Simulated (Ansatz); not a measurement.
C2HF2N, SMILES `FC1=C(F)N1`, relaxed with RKS PBE-D4/def2-SVP in the Gaussian-basis code of Ansatz from a rough embedded geometry. The force threshold is 0.03 eV/Å; the program also tests the step.

Total charge 0; spin multiplicity 1.

Start:

```xyz
6

F     0.401    1.454    0.973
C     0.649    0.400    0.118
C    -0.331   -0.004   -0.700
F    -1.554    0.563   -0.625
N     0.099   -0.843    0.311
H     0.737   -1.570   -0.077
```

| step | energy (eV) | largest force (eV/Å) | largest move (Å) |
| --- | --- | --- | --- |
| 1 | -8992.2446 | 3.407 | 0.000 |
| 2 | -8992.6091 | 1.913 | 0.075 |
| 3 | -8992.9869 | 0.804 | 0.195 |
| 4 | -8993.0775 | 4.013 | 0.184 |
| 5 | -8993.1570 | 2.250 | 0.198 |
| 6 (rejected) | -8992.9527 | 4.473 | 0.200 |
| 7 | -8993.2945 | 0.321 | 0.098 |
| 8 | -8993.3026 | 0.260 | 0.024 |
| 9 | -8993.3044 | 0.052 | 0.013 |
| 10 | -8993.3046 | 0.017 | 0.003 |

End:

```xyz
6

F     1.016    1.421    1.061
C     0.376    0.555    0.320
C    -0.570    0.139   -0.450
F    -1.669    0.241   -1.151
N     0.074   -0.927    0.404
H     0.773   -1.430   -0.184
```

Run time 19 s (2 threads of an Arm Neoverse N1 on a shared host); peak host memory 0.15 GiB.
